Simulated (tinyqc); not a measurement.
Inside a calculation. Method: Pariser-Parr-Pople SCF with singles CI, for the molecule c1cc[cH-]c1 (SMILES; centres numbered as the heavy atoms are written). One step of it, computed by the program tinyqc.

Task: PPP integrals. Mataga-Nishimoto: gamma = 14.399645/(R + a), a = 2 x 14.399645/(gamma_rr + gamma_ss); H_rr = -W_r - sum_(s != r) z_s gamma_rs; H_rs = beta for bonds.

Centres (angstrom, eV; a flat drawing with bonds scaled to 1.40 angstrom):
```
centre          x          y  core charge z          W   gamma_rr
1C       1.191000   0.000000              1  11.160000  11.130000
2C       0.368000   1.133000              1  11.160000  11.130000
3C      -0.963000   0.700000              1  11.160000  11.130000
4C      -0.963000  -0.700000              1  11.160000  11.130000
5C       0.368000  -1.133000              1  11.160000  11.130000
```

Resonance integrals (eV):
```
i  j       beta
1  2  -2.410000
2  3  -2.410000
3  4  -2.410000
4  5  -2.410000
5  1  -2.410000
```

Give: repulsion gamma_rs; core matrix H.

Result:

repulsion gamma_rs (eV), lower triangle:
```
        1C      2C      3C      4C      5C
1C  11.130
2C   5.345  11.130
3C   4.046   5.346  11.130
4C   4.046   4.046   5.346  11.130
5C   5.345   4.045   4.046   5.346  11.130
```

core matrix H (eV), lower triangle:
```
         1C       2C       3C       4C       5C
1C  -29.942
2C   -2.410  -29.942
3C    0.000   -2.410  -29.944
4C    0.000    0.000   -2.410  -29.944
5C   -2.410    0.000    0.000   -2.410  -29.942
```
